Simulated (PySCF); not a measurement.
**Complexes of chloride**

Gas-phase complexes of chloride (charge -1), each in one structure from a short search with a few starts, optimised by PBE0-D3(BJ)/def2-TZVPD; other ways of binding may lie lower. Energies in kcal/mol, CCSD(T) at its estimated basis limit, counterpoise-corrected (PySCF): interaction is complex less parts frozen as they stand in it. Contacts are written partner···chloride; electrostatic, Pauli and orbital are terms of the uncorrected MP2 energy, whose rest is dispersion or correlation. The CCSD(T) estimate is Hartree-Fock/aug-cc-pVQZ, plus the MP2 correlation part extrapolated as X⁻³ from aug-cc-pVTZ and aug-cc-pVQZ, plus CCSD(T) less MP2 in aug-cc-pVDZ; noble-gas cores are frozen. It isn't the exact limit.

Frequency runs check only 5 of the 7 structures; these show no clear imaginary mode.

Task: Order these partners of chloride by interaction energy, strongest first: carbon dioxide, methane, acetylene, methanol, fluoromethane, hydrogen fluoride, hydrogen sulfide.

Result: hydrogen fluoride (-25.5), methanol (-17.3), hydrogen sulfide (-15.0), acetylene (-11.0), carbon dioxide (-10.2), fluoromethane (-9.8), methane (-3.1).
```csv
partner,contact,distance (Å),interaction,electrostatic,Pauli,orbital
hydrogen fluoride,H···Cl,1.87,-25.5,-31.1,24.4,-16.0
methanol,H···Cl,2.06,-17.3,-21.4,18.9,-10.5
hydrogen sulfide,H···Cl,1.93,-15.0,-23.5,36.1,-21.3
acetylene,H···Cl,2.21,-11.0,-14.4,14.8,-9.2
carbon dioxide,C···Cl,2.77,-10.2,-19.9,19.8,-7.6
fluoromethane,C···Cl,3.21,-9.8,-11.7,7.5,-3.5
methane,H···Cl,2.67,-3.1,-2.6,4.6,-3.2
```
